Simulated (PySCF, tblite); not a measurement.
# CH2BrO−, a complex of two parts: NMR shifts, interaction energy, infrared bands, spin-spin couplings and core binding energies

An exercise on one series of results from a longer session: the logs are not shown, and one member is left open.

Programs: tblite 0.8.0 and PySCF 2.14.0. All values are calculated, for the isolated system unless a continuum is named. Atoms count from 0, parts from 1.

## Starting point

5 atoms, charge -1, multiplicity 1; geometry: rigid parts in contact. Parts: 1 = atoms 0–3, `C=O`, charge 0; 2 = atom 4, `[Br-]`, charge -1.

The first run:

What the job is given:

```
{"job": {"kind": "dock", "xc": "GFN2-xTB", "basis": "xTB"}, "charge": -1, "multiplicity": 1, "parts": [{"atoms": "0-3", "charge": 0, "multiplicity": 1}, {"atoms": "4-4", "charge": -1, "multiplicity": 1}]}
C      0.000746     0.000012    -0.000206
O      1.140553     0.027771    -0.348169
H     -0.530378    -0.938285     0.232429
H     -0.610920     0.910501     0.115946
Br    -1.644340     3.108051     0.763042
```

With the program's defaults for keys left out, this is: GFN2-xTB search for minima from random contacts, gas phase.

Launch:

```
> OMP_NUM_THREADS=1 python cluster_run.py task.json out
```

One launch serves the whole session: the jobs run in the order shown.

Steps of the session up to this table: Docking the parts with GFN2-xTB; Geometry optimisation at PBE0-D3(BJ)/def2-TZVPD; Nuclear shieldings: PBE0/aug-pcSseg-2; Coupled-cluster interaction energy: CCSD(T) and MP2.

One of the session's tables, all rows but one given; the rest of the session is left out.

It belongs to the step «Coupled-cluster interaction energy: CCSD(T) and MP2». 

```
                 method  interaction energy (kcal/mol)
         HF/aug-cc-pVDZ                              ?
        MP2/aug-cc-pVDZ                          -8.97
       CCSD/aug-cc-pVDZ                          -8.44
    CCSD(T)/aug-cc-pVDZ                          -8.73
         HF/aug-cc-pVQZ                          -7.65
        MP2/aug-cc-pVQZ                         -10.24
    SCS-MP2/aug-cc-pVQZ                          -9.29
      MP2, extrapolated                         -10.50
CCSD(T), limit estimate                         -10.26
```

Estimate the missing values for HF/aug-cc-pVDZ.

**Answer.** interaction energy (kcal/mol): -7.63. In the column «interaction energy (kcal/mol)» it is the highest.
